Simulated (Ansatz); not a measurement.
SiH⁻, triplet in aug-cc-pVTZ: errors against UCCSDT(Q)

Geometry: that of the SiH⁻, singlet, kept fixed.

```yaml
atoms:
  - { symbol: Si, position_ang: [0.0000, 0.0000, 0.0000] }
  - { symbol: H, position_ang: [0.0000, 0.0000, 1.5576] }
```

Basis aug-cc-pVTZ; Ansatz 0.2.0. Only valence electrons are correlated (noble-gas cores frozen), which leaves 6 electrons in 68 orbitals. R marks a restricted (for open shells ROHF) determinant, U an unrestricted one. Active spaces: valence = (6e, 5o) chosen from the atoms' valence shells.

Full CI isn't at hand for all of this; UCCSDT(Q) serves as the reference, and is uncertain by about the last step of the cluster series. The frozen core follows each run's orbitals, which can shift R against U totals by a few meV.

- UHF ⟨S²⟩: 2.036
- T1 diagnostic (RCCSD): 0.0228
- largest doubles amplitude (RCCSD): 0.033
- T1 diagnostic (UCCSD): 0.0229

```csv
level,E − E(UCCSDT(Q)) (kcal/mol),share of correlation (%),wall time
RHF,83.69,0.00,–
UHF,80.11,4.28,–
RMP2,17.00,79.68,–
UMP2,18.12,78.35,–
RCCSD,4.28,94.89,–
UCCSD,4.12,95.07,–
RCCSD(T),0.83,99.01,6 s
UCCSD(T),0.83,99.00,6.5 s
BCCD(T),0.83,99.01,2.1 s
RCCSDT,0.17,99.80,–
UCCSDT,0.14,99.83,–
RCCSDT(Q),0.02,99.97,3 s (H100)
CASSCF (valence space),73.25,12.48,–
NEVPT2 (valence space),19.72,76.43,1.3 s
MRCISD (valence space),6.18,92.61,–
MRCISD+Q (valence space),0.71,99.15,3.2 s (H100)
MRCISD+Q(relaxed) (valence space),0.43,99.49,3.2 s (H100)
```

The correlation energy at UCCSDT(Q), counted from RHF, is -3.629 eV. That run took 3 s on 5 threads of AMD EPYC 7R13 with a whole H100 80 GB, shared host.

Times hold each run's SCF and search for its determinant on a shared host, so for small cases they say little of a method's own cost; rows without a card ran on 1 thread of AMD EPYC 7R13.

Natural occupations of CASSCF (valence space) about the gap: 1.996 1.973 1.000 1.000 0.031; effectively unpaired electrons, Σ n²(2−n)², 2.01.
